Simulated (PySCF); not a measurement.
# SiCl: from constants to spectrum

UHF-CCSD(T) constants of SiCl, ²Π (doublet), unpaired electrons π ↑ (basis Si 3-21G, Cl 3-21G; no relativity; PySCF 2.14; masses 27.9769 and 34.9689 u):

* ωe: 417.8 cm⁻¹
* ωexe: 1.43 cm⁻¹
* Be: 0.21129 cm⁻¹
* αe: 0.00125 cm⁻¹
* D (centrifugal): 2.16e-07 cm⁻¹
* De to Si + Cl: 3.06 eV

(1) Give the vibrational terms G(v) and spacings up to v = 6.

(2) How well does the Morse estimate ωe²/(4ωexe) reproduce De, and what is D0?

Correlated steps freeze 10 core orbitals. 3-21G is very small, so such numbers show the basis as much as the molecule. The state is the lowest determinant that a PBE0 search found; another state may lie lower at other levels.

Answers

(1) G(v) = ωe(v+½) − ωexe(v+½)².

```json
{"v": "0", "G(v) (cm⁻¹)": "208.5", "G(v) − G(v−1)": "", "Bv (cm⁻¹)": "0.2107"}
{"v": "1", "G(v) (cm⁻¹)": "623.5", "G(v) − G(v−1)": "414.9", "Bv (cm⁻¹)": "0.2094"}
{"v": "2", "G(v) (cm⁻¹)": "1035.6", "G(v) − G(v−1)": "412.1", "Bv (cm⁻¹)": "0.2082"}
{"v": "3", "G(v) (cm⁻¹)": "1444.8", "G(v) − G(v−1)": "409.2", "Bv (cm⁻¹)": "0.2069"}
{"v": "4", "G(v) (cm⁻¹)": "1851.1", "G(v) − G(v−1)": "406.4", "Bv (cm⁻¹)": "0.2057"}
{"v": "5", "G(v) (cm⁻¹)": "2254.6", "G(v) − G(v−1)": "403.5", "Bv (cm⁻¹)": "0.2044"}
{"v": "6", "G(v) (cm⁻¹)": "2655.3", "G(v) − G(v−1)": "400.6", "Bv (cm⁻¹)": "0.2032"}
```

(2) It gives 3.78 eV, 124 % of the computed De. D0 = De − G(0) = 3.06 − 0.03 = 3.03 eV.
